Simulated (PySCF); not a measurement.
PySCF input (M06-2X/6-31G* (5d)):

```python
from pyscf import gto, dft

mol = gto.M(
    atom='''
    C    -0.00000000   -0.00000000   -1.11416072
    S     0.00000000    0.00000000    0.41781027
    ''',
    basis='6-31g*',
    charge=-1,
    spin=1,
    symmetry='C2v',
    verbose=4,
)

mf = dft.UKS(mol, xc='m062x')
mf.grids.level = 4
mf.conv_tol = 1e-9
mf.max_cycle = 100
mf.max_memory = 1500
mf.kernel()
if not mf.converged:
    mf = mf.newton()
    mf.kernel(mf.make_rdm1())
mf.dip_moment()
```

Question: Predict the final energy.

Answer: -436.12300 Eh.
